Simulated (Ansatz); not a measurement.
# CH3Al (singlet): from Hartree-Fock to the top rungs, cc-pVTZ

An exercise on one series of results from a longer session: the logs are not shown, and one member is left open.

Computed with Ansatz 0.2.0, Gaussian basis. Level: cc-pVTZ, core rule «outside noble gas», up to 6 orbitals frozen.

The runs, in order: UHF; CCSD(T) on RHF; CCSD(T) on UHF; BCCD(T) on RHF; CCSDT(Q) on RHF; CCSDT(Q) on UHF; CASSCF and NEVPT2, 10 electrons in 11 orbitals.

5 further runs of the same task are left out: 2 for a known fault of the program, 3 set aside as unsound or not needed.

### What is computed

The geometry is a PBE0/def2-TZVP stationary point (not a proven minimum) of the parent state, kept for this charge and spin.

5 atoms, charge 0, spin multiplicity 1.

Atoms are counted from 1 here; the program's logs count them from 0.

Bond lengths: Al1–C2 1.889 Å, Al1–H3 1.584 Å, Al1–H4 1.584 Å, C2–H5 1.082 Å. Angles: C2–Al1–H3 119.2°, C2–Al1–H4 119.2°, H3–Al1–H4 121.5°, Al1–C2–H5 180.0°.

The first run:

The input, in.yaml:

```yaml
crystal:
  periodic: [false, false, false]
  atoms:
    - {symbol: Al, position_ang: [0.000000, 0.000000, 0.574312]}
    - {symbol: C, position_ang: [0.000000, 0.000000, -1.315163]}
    - {symbol: H, position_ang: [0.000000, 1.382040, 1.347560]}
    - {symbol: H, position_ang: [0.000000, -1.382040, 1.347560]}
    - {symbol: H, position_ang: [0.000000, 0.000000, -2.397288]}
basis:
  gaussian: {orbitals: cc-pVTZ}
magnetization: {spin_polarized: true, initial_magnetization: 0}
hamiltonian: {xc: hf}
output: {orbitals: {seedname: orbitals}}
```

Started as:

```sh
$ ansatz run in.yaml --threads 1 --pin off --events-out ev --progress --plain --max-ram 4096MiB --backend cpu
```

Steps of the session up to this table: UHF; CCSD(T) on RHF; CCSD(T) on UHF; BCCD(T) on RHF; CCSDT(Q) on RHF; CCSDT(Q) on UHF; CASSCF and NEVPT2, 10 electrons in 11 orbitals.

One table of the session follows, with a row left open; its other results are not shown here.

```
        method  from RCCSDT(Q) (meV)
           RHF               +7094.9
           UHF               +6036.3
          RMP2               +1380.4
          UMP2                     ?
         RCCSD                +327.3
         UCCSD                -250.1
      RCCSD(T)                 +89.2
      UCCSD(T)                -493.8
       BCCD(T)                 +87.6
        RCCSDT                 +23.0
        UCCSDT                -782.9
     RCCSDT(Q)                     0
     UCCSDT(Q)                -862.5
CASSCF valence               +4200.9
NEVPT2 valence               +1253.7
```

**Question.** Estimate the row for UMP2.

**Answer.** from RCCSDT(Q) (meV): +821.1. In the column «from RCCSDT(Q) (meV)» it lies between RCCSD (+327.3) and NEVPT2 valence (+1253.7).

The program flags UCCSD(T), UCCSDT(Q) as in doubt (see the logs), so those rows may rest on another solution; read them beside their warnings.

Limits of these values: The determinant is far from a pure spin state, so its energy mixes those of several spin states (harmless only where they are near-degenerate, as at dissociation). The program flags UCCSD(T), UCCSDT(Q) as in doubt, so those rows may rest on another solution; read them beside their warnings. Warnings: restricted reference is unstable; spin contamination. Restricted and unrestricted rows rest on different reference determinants; where their highest levels disagree by more than a few hundredths of an eV, they describe different states and don't form one ladder.
